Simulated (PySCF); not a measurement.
Run record: geometry optimisation, `CN(C)P(C)C`.

Computed with PBE0-D3(BJ)/def2-SVP geometry optimisation, gas phase (PySCF 2.14.0). Start geometry: GFN2-xTB. A driver script takes a list of jobs; this job's settings line and coordinates (Å) are shown.

Command:
```bash
OMP_NUM_THREADS=1 python probes_run.py task.json out
```

Input:
```
{"job": {"xc": "PBE0", "basis": "def2-SVP", "d3": "d3bj", "grid": 1, "kind": "geom"}, "charge": 0, "multiplicity": 1}
C     -1.838727     0.637978     0.197859
N     -0.691916    -0.158711    -0.203892
C     -1.132237    -1.503098    -0.535866
P      0.659671    -0.094716     0.912561
C      1.101111     1.683234     0.613519
C      1.924539    -0.810880    -0.241780
H     -2.522249     0.707712    -0.651457
H     -1.520826     1.642074     0.466765
H     -2.388182     0.203380     1.042422
H     -0.280532    -2.115567    -0.820558
H     -1.813020    -1.440238    -1.387966
H     -1.662924    -1.996803     0.288045
H      2.152260     1.818419     0.862012
H      0.930749     1.938809    -0.430996
H      0.519812     2.340876     1.256900
H      1.727406    -0.479119    -1.259918
H      1.918777    -1.898300    -0.196608
H      2.907530    -0.468735     0.077300
```

Output:
```
step   0  E = -555.10230785  max force = 0.012945
step   1  E = -555.10453509  max force = 0.002825
step   2  E = -555.10464495  max force = 0.000896
step   3  E = -555.10476305  max force = 0.001156
step   4  E = -555.10481057  max force = 0.001235
step   5  E = -555.10483466  max force = 0.000533
step   6  E = -555.10483759  max force = 0.000130
optimisation converged
```

Energies in Eh; «max force» is the largest Cartesian gradient component in Eh/bohr.

Question: How much energy does the optimisation release, in eV?

Answer: E(step 0) − E(last step) = 0.002530 Eh, which is 0.069 eV.

Summary of the converged run: final energy -555.10484 Eh after 6 steps; dipole 0.71 D.

Question: Give the final coordinates.

Answer: 0.113 Å rms from the input after alignment:
```
atom  x, y, z in Å
C1    -2.0399    0.5215    0.1157
N2    -0.9105   -0.2698   -0.3214
C3    -1.3136   -1.6225   -0.6379
P4     0.4708   -0.1904    0.7814
C5     0.9119    1.5880    0.5543
C6     1.7607   -0.9028   -0.3310
H7    -2.8184    0.5065   -0.6650
H8    -1.7510    1.5723    0.2622
H9    -2.5063    0.1597    1.0586
H10   -0.4740   -2.1949   -1.0580
H11   -2.1036   -1.5964   -1.4068
H12   -1.7134   -2.1892    0.2319
H13    1.9348    1.7368    0.9334
H14    0.8678    1.8756   -0.5083
H15    0.2488    2.2404    1.1403
H16    1.6748   -0.4947   -1.3507
H17    1.6932   -1.9996   -0.3664
H18    2.7481   -0.6497    0.0850
```

The run took 61 s wall on one thread, x86-64 server, on a shared host.
Labels such as C1 count atoms from 1, the log's own numbers from 0.
